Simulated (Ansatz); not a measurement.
Steps of a relaxation of `O=CCOCF` with RKS PBE0-D4/def2-TZVP.

```sh
$ ansatz run in.yaml --threads 4 --pin off --events-out ev --progress --plain --max-ram 10444MiB
```

```yaml
crystal:
  periodic: [false, false, false]
  atoms:
    - {symbol: O, position_ang: [1.337577, -1.423694, -0.735673]}
    - {symbol: C, position_ang: [1.221782, -1.003364, 0.395739]}
    - {symbol: C, position_ang: [0.022556, -0.233805, 0.921586]}
    - {symbol: O, position_ang: [-1.069058, -0.161698, 0.033409]}
    - {symbol: C, position_ang: [-0.901905, 0.720932, -1.023849]}
    - {symbol: F, position_ang: [-0.920332, 2.037034, -0.579708]}
    - {symbol: H, position_ang: [2.034630, -1.149505, 1.176156]}
    - {symbol: H, position_ang: [-0.328431, -0.741512, 1.847246]}
    - {symbol: H, position_ang: [0.374481, 0.776929, 1.246040]}
    - {symbol: H, position_ang: [0.060723, 0.562277, -1.559474]}
    - {symbol: H, position_ang: [-1.766723, 0.559405, -1.700972]}
basis:
  gaussian: {orbitals: def2-TZVP}
hamiltonian: {xc: pbe0, dispersion: d4}
relax: {f_tol: 0.005, max_steps: 150}
```

Positions (Å) and forces (eV/Å) along the path, 9 of 9 steps:

```xyz
11
step=1 energy=-9996.0556 eV
O     1.338   -1.424   -0.736   -0.101    0.444    1.322
C     1.222   -1.003    0.396    0.213   -0.276   -0.640
C     0.023   -0.234    0.922    0.031    0.063    0.189
O    -1.069   -0.162    0.033    0.394    0.390   -0.013
C    -0.902    0.721   -1.024    0.020   -0.309   -0.351
F    -0.920    2.037   -0.580   -0.023   -0.437   -0.095
H     2.035   -1.150    1.176   -0.454    0.067   -0.511
H    -0.328   -0.742    1.847    0.142    0.218   -0.494
H     0.374    0.777    1.246   -0.170   -0.497   -0.203
H     0.061    0.562   -1.559   -0.520    0.152    0.372
H    -1.767    0.559   -1.701    0.466    0.186    0.424
11
step=2 energy=-9996.1071 eV
O     1.328   -1.434   -0.717    0.000    0.057    0.184
C     1.217   -0.999    0.395    0.006   -0.045   -0.002
C     0.025   -0.232    0.914   -0.006    0.031    0.049
O    -1.063   -0.161    0.032    0.172    0.150   -0.045
C    -0.897    0.714   -1.021   -0.016   -0.144   -0.028
F    -0.927    2.022   -0.571   -0.010   -0.095   -0.031
H     2.023   -1.136    1.161   -0.127    0.038   -0.147
H    -0.325   -0.734    1.829    0.050    0.065   -0.142
H     0.374    0.769    1.227   -0.059   -0.150   -0.048
H     0.062    0.571   -1.538   -0.164    0.041    0.098
H    -1.750    0.562   -1.692    0.154    0.052    0.112
11
step=3 energy=-9996.1105 eV
O     1.319   -1.445   -0.712   -0.031   -0.084   -0.004
C     1.208   -1.008    0.397    0.083    0.211   -0.025
C     0.024   -0.233    0.912   -0.044   -0.079   -0.016
O    -1.060   -0.159    0.032    0.021    0.036   -0.022
C    -0.893    0.713   -1.018   -0.016   -0.052    0.055
F    -0.932    2.019   -0.568   -0.005    0.022    0.004
H     2.024   -1.113    1.148   -0.027   -0.061    0.014
H    -0.327   -0.730    1.823   -0.012   -0.001    0.023
H     0.375    0.762    1.222    0.019    0.003    0.001
H     0.064    0.577   -1.526    0.020    0.004   -0.011
H    -1.737    0.561   -1.690   -0.009    0.001   -0.020
11
step=4 energy=-9996.1108 eV
O     1.316   -1.454   -0.708    0.016    0.020   -0.073
C     1.214   -0.996    0.393   -0.069   -0.140    0.077
C     0.027   -0.230    0.910    0.021    0.036   -0.070
O    -1.057   -0.159    0.031   -0.027   -0.011   -0.011
C    -0.894    0.713   -1.017   -0.015   -0.010    0.066
F    -0.943    2.018   -0.567   -0.005    0.053    0.012
H     2.016   -1.128    1.152    0.056    0.048    0.010
H    -0.320   -0.728    1.820   -0.006   -0.039    0.051
H     0.375    0.765    1.219    0.012    0.064    0.035
H     0.064    0.586   -1.522    0.071   -0.007   -0.042
H    -1.734    0.557   -1.691   -0.053   -0.015   -0.055
11
step=5 energy=-9996.1120 eV
O     1.317   -1.453   -0.709   -0.006   -0.008   -0.003
C     1.212   -1.002    0.395    0.003   -0.001    0.009
C     0.026   -0.231    0.911   -0.002   -0.003   -0.019
O    -1.058   -0.159    0.032    0.007    0.016   -0.010
C    -0.894    0.714   -1.018   -0.008   -0.030    0.026
F    -0.941    2.019   -0.568   -0.005    0.017    0.003
H     2.021   -1.122    1.150    0.001    0.005   -0.004
H    -0.323   -0.729    1.822   -0.001   -0.006    0.009
H     0.376    0.764    1.221    0.003    0.006    0.008
H     0.065    0.584   -1.524    0.013    0.004   -0.007
H    -1.735    0.558   -1.693   -0.004    0.000   -0.012
11
step=6 energy=-9996.1122 eV
O     1.312   -1.460   -0.707   -0.004   -0.011   -0.018
C     1.211   -1.004    0.395   -0.002    0.002    0.011
C     0.026   -0.231    0.910    0.002    0.006   -0.003
O    -1.058   -0.159    0.031    0.002    0.007   -0.010
C    -0.894    0.714   -1.016    0.004   -0.012    0.015
F    -0.949    2.020   -0.566   -0.006    0.015    0.002
H     2.023   -1.120    1.148    0.005    0.003    0.005
H    -0.322   -0.727    1.822   -0.001   -0.007    0.006
H     0.378    0.764    1.219   -0.001    0.001    0.004
H     0.069    0.591   -1.519    0.012    0.000   -0.005
H    -1.731    0.556   -1.697   -0.011   -0.004   -0.008
11
step=7 energy=-9996.1124 eV
O     1.304   -1.474   -0.705   -0.004    0.002    0.004
C     1.210   -1.008    0.394    0.002   -0.006   -0.009
C     0.028   -0.231    0.910    0.006    0.009    0.011
O    -1.057   -0.159    0.031   -0.002   -0.001   -0.003
C    -0.893    0.716   -1.015    0.008    0.012   -0.009
F    -0.964    2.021   -0.564   -0.003   -0.003   -0.004
H     2.026   -1.117    1.143    0.001    0.000    0.004
H    -0.321   -0.724    1.824    0.000   -0.004   -0.003
H     0.381    0.765    1.217   -0.004   -0.004   -0.003
H     0.075    0.603   -1.511   -0.002    0.000    0.005
H    -1.722    0.551   -1.703   -0.003   -0.004    0.006
11
step=8 energy=-9996.1124 eV
O     1.302   -1.476   -0.704   -0.002    0.000   -0.002
C     1.209   -1.009    0.394    0.003   -0.002   -0.001
C     0.028   -0.230    0.910    0.002    0.004    0.005
O    -1.056   -0.159    0.031   -0.001   -0.001    0.002
C    -0.893    0.717   -1.015    0.002    0.010   -0.006
F    -0.969    2.022   -0.565    0.000   -0.005   -0.003
H     2.026   -1.118    1.142    0.000    0.000    0.002
H    -0.320   -0.724    1.823    0.000   -0.002   -0.002
H     0.382    0.765    1.217   -0.002   -0.001   -0.001
H     0.076    0.606   -1.509   -0.001    0.000    0.003
H    -1.721    0.549   -1.704    0.000   -0.002    0.003
11
step=9 energy=-9996.1124 eV
O     1.300   -1.477   -0.704    0.000    0.002    0.003
C     1.209   -1.009    0.394    0.001   -0.001   -0.002
C     0.029   -0.230    0.910    0.000   -0.001   -0.001
O    -1.056   -0.158    0.031   -0.001    0.001    0.002
C    -0.893    0.717   -1.015    0.000    0.003   -0.001
F    -0.971    2.023   -0.566    0.000   -0.002    0.000
H     2.027   -1.119    1.142    0.000    0.000   -0.001
H    -0.320   -0.724    1.823    0.000    0.000    0.000
H     0.382    0.766    1.217    0.000    0.000    0.000
H     0.077    0.607   -1.508    0.000    0.000    0.000
H    -1.720    0.547   -1.704    0.000    0.000    0.000
```

Hardware: 4 threads of an Arm Neoverse V1 on a shared host. Wall time 31 s, peak host memory 0.54 GiB.
